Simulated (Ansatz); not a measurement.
`C=NC(=N)S`. Total charge 0; spin multiplicity 1.

```xyz
9

C    -0.2150    1.4735   -0.7144
N    -0.5654    0.2633   -0.7853
C    -0.0490   -0.6653    0.1328
N    -0.7565   -1.4272    0.8470
S     1.7179   -0.7304    0.1613
H     0.4948    1.8552    0.0271
H    -0.6416    2.1819   -1.4225
H    -1.7440   -1.2598    0.6565
H     1.7589   -1.6913    1.0976
```

Q: List the harmonic frequencies (cm⁻¹, unscaled) at PBE0-D4/def2-TZVP in Ansatz. (Best estimate.)

A: Computed: 41, 249, 327, 387, 430, 606, 664, 773, 869, 903, 1016, 1099, 1215, 1284, 1495, 1703, 1747, 2722, 3053, 3173, 3492.

Q: Is this a minimum?

A: Yes, all 21 modes are real.

Q: Give the ideal-gas thermochemistry at 298.15 K and 1 bar (rigid rotor, harmonic oscillator; point group C1, symmetry number 1).

A: Zero-point energy 163.0 kJ/mol; H(298) − E = 180.5 kJ/mol; entropy 323.1 J/(mol·K), of which translation 164.7, rotation 109.5, vibration 48.8; G(298) − E = 84.2 kJ/mol. Modes under 100 cm⁻¹ are hindered rotations or soft bends, so the harmonic entropy is rough.

Q: And at 400, 500, 600, 800 and 1000 K?

A: 
```csv
T (K),H − E (kJ/mol),S (J/mol/K),G − E (kJ/mol)
400,190.4,351.5,49.8
500,201.7,376.6,13.4
600,214.4,399.6,-25.4
800,242.6,440.1,-109.5
1000,273.8,474.9,-201.1
```
